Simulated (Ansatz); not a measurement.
# CH6BSi: the cost of one run

Program: Ansatz 0.2.0. Level of theory: RKS PBE0/def2-SVP. These are calculated values, not measurements.

## 1. The starting structure

Bond lengths: B1–C2 1.600 Å, C2–Si3 1.863 Å, B1–H4 1.163 Å, B1–H5 1.165 Å, C2–H6 1.101 Å, C2–H7 1.096 Å, Si3–H8 1.459 Å, Si3–H9 1.457 Å. Angles: B1–C2–Si3 116.7°, B1–C2–H6 101.9°, B1–C2–H7 111.2°, Si3–C2–H6 109.3°, Si3–C2–H7 110.7°, H6–C2–H7 106.3°, C2–B1–H4 119.0°, C2–B1–H5 119.5°, H4–B1–H5 121.5°, C2–Si3–H8 123.1°, C2–Si3–H9 120.9°, H8–Si3–H9 115.9°.

Coordinates:

```xyz
9

B     0.2622    0.3527   -1.4098
C     0.4526   -0.4359   -0.0308
Si   -0.6906    0.0292    1.3644
H     0.3717   -0.2288   -2.4111
H     0.0594    1.4993   -1.3914
H     1.4859   -0.1698    0.2415
H     0.4470   -1.5206   -0.1911
H    -0.4427    1.1563    2.2570
H    -1.9456   -0.6824    1.5712
```

## 2. Relaxing end A

input.yaml

```yaml
crystal:
  periodic: [false, false, false]
  atoms:
    - { symbol: B, position_ang: [0.2622, 0.35272, -1.40981] }
    - { symbol: C, position_ang: [0.45264, -0.43592, -0.03076] }
    - { symbol: Si, position_ang: [-0.69064, 0.02916, 1.36444] }
    - { symbol: H, position_ang: [0.37173, -0.22878, -2.41107] }
    - { symbol: H, position_ang: [0.05937, 1.49935, -1.39142] }
    - { symbol: H, position_ang: [1.48593, -0.16984, 0.24154] }
    - { symbol: H, position_ang: [0.44704, -1.52058, -0.1911] }
    - { symbol: H, position_ang: [-0.44271, 1.15627, 2.25698] }
    - { symbol: H, position_ang: [-1.94556, -0.68239, 1.57121] }
total_charge: 1
basis:
  gaussian: { orbitals: def2-SVP }
hamiltonian:
  xc: pbe0
relax:
  f_tol: 0.02
  max_steps: 50
```

The run is started by

```sh
> ansatz run input.yaml --threads 1 --pin off --max-ram 2048MiB --backend cpu --events-out ev --progress --plain --runs-dir out
```

What time and memory should one allow on 1 thread of an x86-64 CPU, shared host?

About 99 s, with a peak of 0.14 GiB.
